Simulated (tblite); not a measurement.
Isomers of C2H5O2S (doublet state). Computed with GFN2-xTB (tblite): harmonic, unscaled wavenumbers at the GFN2-xTB geometry, gas phase. Against measured fundamentals such values can be off by several per cent, at times by over 20. One conformer each. Open shells enter through the occupations alone, without spin polarisation, and single modes of such species can be off by tens of per cent.

Electronic energies: GFN2-xTB at the same geometries; isomer energies are rough at this level and their order can be wrong.

| SMILES | electronic energy, lowest = 0 (kJ/mol) |
| --- | --- |
| [CH2]S(C)(=O)=O | 97.2 |
| [CH2]O[S@@](C)=O | 0.0 |
| [CH2][S@@](=O)OC | 37.3 |

Q: How do GFN2-xTB zero-point energies change the relative energies?

A: 
```tsv
SMILES	ZPE (kJ/mol)	of it from modes above 1550 cm⁻¹	electronic (kJ/mol)	with ZPE, lowest = 0 (kJ/mol)	lowest mode (cm⁻¹)	rings
[CH2]O[S@@](C)=O	175.0	90.6	0.0	0.0	59	0
[CH2][S@@](=O)OC	177.9	90.7	37.3	40.1	61	0
[CH2]S(C)(=O)=O	176.5	93.0	97.2	98.6	49	0
```

The zero-point energies span 2.9 kJ/mol, from `[CH2]O[S@@](C)=O` to `[CH2][S@@](=O)OC`. The order is unchanged.

Q: What do entropy and thermal enthalpy add at 298.15 K and 1 bar (rigid rotor, harmonic oscillator, one conformer each)?

A: 
| SMILES | point group | symmetry number | S (J/(mol K)) | H − H(0) (kJ/mol) | ZPE + H − H(0) − TS (kJ/mol) |
| --- | --- | --- | --- | --- | --- |
| [CH2]O[S@@](C)=O | C1 | 1 | 370.8 | 23.24 | 87.7 |
| [CH2][S@@](=O)OC | C1 | 1 | 350.0 | 21.19 | 94.7 |
| [CH2]S(C)(=O)=O | Cs | 1 | 349.1 | 21.12 | 93.5 |

S holds R ln(2S + 1) for the spin.
